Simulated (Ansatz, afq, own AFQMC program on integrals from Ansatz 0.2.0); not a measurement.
## Si2H2, singlet: AFQMC among the cluster methods

```yaml
atoms:
  - { symbol: Si, position_ang: [0.0000, 0.0641, 1.0054] }
  - { symbol: Si, position_ang: [0.0000, -0.0046, -1.0948] }
  - { symbol: H, position_ang: [0.0000, -0.3818, 2.4302] }
  - { symbol: H, position_ang: [0.0000, -1.2748, 0.0623] }
```

Connectivity, by distances: SiH–Si, 1 bridging H.

Basis cc-pVDZ. Noble-gas cores (and the filled d shells of Ga–Kr and In–Xe) are frozen. AFQMC by an in-house program on the Cholesky factors that Ansatz 0.2.0 writes for its CCSD(T) run. ph-AFQMC/CISD is guided by a CISD state made of CCSD amplitudes; releasing the constraint for a short imaginary time cuts its bias at the price of noise, slowly where states lie close. Free projection: walkers drawn from exp(T), propagated without any constraint. Its projection time is finite, and what remains of the start isn't in its error. ± is one standard error of the sampling.

Determinant: RHF, the one that the program's search chose, which needn't be the lowest solution. The geometry is a point of a scan.

No full CI on the walks' own integrals is used here; CCSDT(Q) serves as the reference and is uncertain by about the last step of the cluster series.

Cautions: higher spins were not checked; restricted determinant unstable towards unrestricted (UHF 56 meV lower, ⟨S²⟩ 0.34).

* T1 diagnostic: 0.0194
* weight of the determinant in the CISD state: 0.838
* size of the correlated space: 10 electrons in 36 orbitals

Reference: CCSDT(Q), correlation energy -6.452 eV. The released energy is read at 2.40 1/Eh (meV from the phaseless value at times in 1/Eh: 10 ± 13 at 0.24, -10 ± 12 at 0.51, -15 ± 13 at 0.99, -53 ± 16 at 1.62, -56 ± 18 at 2.40).

| level | E − E(reference) (mEh) | share of correlation (%) |
| --- | --- | --- |
| HF | 237.12 | 0.00 |
| MP2 | 46.32 | 80.47 |
| CCSD | 13.83 | 94.17 |
| CCSD(T) | 2.28 | 99.04 |
| CCSDT | 1.01 | 99.57 |
| ph-AFQMC/HF | -3.05 ± 2.49 | 101.29 |
| ph-AFQMC/CISD | 1.78 ± 0.57 | 99.25 |
| released AFQMC | -0.27 ± 0.65 | 100.12 |
| free AFQMC | 0.73 ± 0.66 | 99.69 |

Free projections are given only where their last times agree within the noise and don't stop above the reference; a slow remainder of the start can still hide under it. A walk keeps the symmetry of its determinant, which the program's search chose and which needn't be the lowest solution, so a lower state of the same spin and another symmetry isn't excluded. Released energies are given only where the last usable release times agree within the noise; a slower fall can still hide under it.
